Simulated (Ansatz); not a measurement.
**CH2AlN (SMILES N#[C][AlH2]) at SVWN5/aug-cc-pVDZ**

Aim: the vertical ionisation energy of CH2AlN at SVWN5/aug-cc-pVDZ, from 2 runs. 

Program for the calculation: Ansatz 0.2.0.

69 further runs of the same task are left out: 69 set aside as unsound or not needed.

## 1. The molecule

The species is CH2AlN (5 atoms), meant as a singlet with charge 0. As SMILES, `N#[C][AlH2]`. The shape is that of a PBE0-D4/def2-TZVP optimisation.

Bond lengths: N1–C2 1.154 Å, C2–Al3 1.938 Å, Al3–H4 1.573 Å, Al3–H5 1.572 Å. Angles: N1–C2–Al3 180.0°, C2–Al3–H4 117.0°, C2–Al3–H5 117.0°, H4–Al3–H5 126.1°.

## 2. A single-point energy at SVWN5/aug-cc-pVDZ

Input file in.yaml:

```yaml
crystal:
  periodic: [false, false, false]
  atoms:
    - {symbol: "N", position_ang: [1.382300, -1.346000, 1.394200]}
    - {symbol: C, position_ang: [0.714200, -0.698000, 0.711800]}
    - {symbol: Al, position_ang: [-0.407200, 0.390000, -0.434600]}
    - {symbol: H, position_ang: [-1.629700, -0.322900, -1.120200]}
    - {symbol: H, position_ang: [-0.009700, 1.903200, -0.592600]}
basis:
  gaussian: {orbitals: aug-cc-pVDZ}
output: {orbitals: {seedname: orbitals}}
hamiltonian: {xc: {name: SVWN5}}
magnetization: {spin_polarized: false}
accuracy: high
```

Launch:

```console
$ ansatz run in.yaml --threads 1 --pin off --max-ram 3480MiB --events-out events.jsonl --progress --plain --runs-dir runs
```

Log:

```text
Warning: RAYON_NUM_THREADS=1 ignored (pool sized by the plan → 1); use --threads N
Functional definition: SVWN5
  name "SVWN5"
  exchange = slater_x
  correlation = vwn5_c
1733 factors; integrals over basis functions are off by at most 3.3e-9 eV
mean field evaluation 1: about -9098.9668 eV, gradient 4.6e1 eV
mean field evaluation 2: about -9068.5284 eV, gradient 1.1e2 eV
mean field evaluation 4: about -9103.9011 eV, gradient 2.0e1 eV
mean field evaluation 8: about -9104.7575 eV, gradient 1.3e-1 eV
mean field evaluation 16: about -9104.7575 eV, gradient 2.0e-7 eV
mean field -9104.75751738 eV, -334.5936673375 hartree, gradient 2.4e-8 eV, S^2 0.000000; 0 other end points of the search recorded, 0 dependent functions left out
reference -9104.75753021 eV, -334.5936678090 hartree; 14, 14 occupied and 77, 77 virtual orbitals, 1733 factors
Total energy: -9104.75753021 eV, -334.5936678090 hartree
```

Wall time 3.3 s (1 thread of Arm Neoverse V2, shared host); peak memory 0.2 GiB.

## 3. The doublet cation, same level

Input file molecule.yaml:

```yaml
crystal:
  periodic: [false, false, false]
  atoms:
    - symbol: N
      position_ang: [1.382300, -1.346000, 1.394200]
    - symbol: C
      position_ang: [0.714200, -0.698000, 0.711800]
    - symbol: Al
      position_ang: [-0.407200, 0.390000, -0.434600]
    - symbol: H
      position_ang: [-1.629700, -0.322900, -1.120200]
    - symbol: H
      position_ang: [-0.009700, 1.903200, -0.592600]
basis:
  gaussian: {orbitals: aug-cc-pVDZ}
total_charge: 1
magnetization: {spin_polarized: true, initial_magnetization: 1}
hamiltonian: {xc: {name: SVWN5}}
accuracy: high
output: {orbitals: {seedname: orbitals}}
```

Launch:

```console
$ ansatz run molecule.yaml --threads 1 --pin off --max-ram 3480MiB --events-out events.jsonl --progress --plain --runs-dir runs
```

Log:

```text
Warning: RAYON_NUM_THREADS=1 ignored (pool sized by the plan → 1); use --threads N
Functional definition: SVWN5
  name "SVWN5"
  exchange = slater_x
  correlation = vwn5_c
1732 factors; integrals over basis functions are off by at most 3.3e-9 eV
mean field evaluation 1: about -9073.3823 eV, gradient 5.9e1 eV
mean field evaluation 2: about -8794.6310 eV, gradient 1.4e2 eV
mean field evaluation 4: about -9084.6159 eV, gradient 3.4e1 eV
mean field evaluation 8: about -9091.4135 eV, gradient 1.2e1 eV
mean field evaluation 16: about -9093.5207 eV, gradient 2.7e-8 eV
mean field evaluation 32: about -9091.9873 eV, gradient 1.1e1 eV
mean field evaluation 64: about -9093.3035 eV, gradient 1.3e0 eV
mean field -9093.52065139 eV, -334.1807201290 hartree, gradient 6.0e-8 eV, S^2 0.754661; 7 other end points of the search recorded, 0 dependent functions left out
reference -9093.52066313 eV, -334.1807205602 hartree; 14, 13 occupied and 77, 78 virtual orbitals, 1732 factors
Total energy: -9093.52066313 eV, -334.1807205602 hartree
```

It took 9.3 s on 1 thread of Arm Neoverse V2, shared host; peak memory 0.27 GiB.

## 4. Outcome

Level: SVWN5/aug-cc-pVDZ.

```
                                          quantity          value
                      singlet CH2AlN: total energy  -334.59367 Eh
                       singlet CH2AlN: HOMO energy       -8.01 eV
                       singlet CH2AlN: LUMO energy       -3.67 eV
                     singlet CH2AlN: HOMO–LUMO gap        4.34 eV
                      doublet cation: total energy  -334.18072 Eh
doublet cation: HOMO energy (highest over α and β)      -14.42 eV
                              doublet cation: ⟨S²⟩          0.755
vertical ionisation energy (to the doublet cation)      11.237 eV
```

Removing an electron at fixed nuclei costs 11.24 eV (1084 kJ/mol). −ε(HOMO) before ionisation, 8.01 eV, is 3.23 eV below this ionisation energy.
